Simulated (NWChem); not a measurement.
## Correlation energy of disulfur (S2)

```
S
S 1 1.9039
```
Charge 0, spin multiplicity 3.

Everything below was run with NWChem. The geometry was optimised at UPBE0/def2-SVP, a minimum by its harmonic frequencies.

Basis set: cc-pVDZ. Each correlation energy counts from its own Hartree-Fock reference.

| method | correlation energy (mHa) |
|---|---|
| UMP2 | -238.4 |
| CCSD(T) on UHF | -270.1 |
| CCSD[T] on ROHF | -281.5 |
| URI-MP2 | -238.7 |
| CCSDT on ROHF | -281.7 |
| CCSD on ROHF | -270.7 |
| SCS-UMP2 | -226.4 |
| CCSD on UHF | -260.4 |
| CCSD[T] on UHF | -270.5 |
| CCSD(T) on ROHF | -281.5 |

The values span 55.3 mHa, from CCSDT on ROHF (lowest) to SCS-UMP2 (highest). 

The correlated methods keep 10 core orbitals frozen. The unpaired electrons of the parent sit in orbitals of symmetry b2g and b3g (D2h labels of the run); other states weren't searched. The stability of the SCF solutions was not checked. Open-shell Hartree-Fock references start from PBE0 orbitals. Coupled-cluster values serve here as a point of comparison, not as the truth.
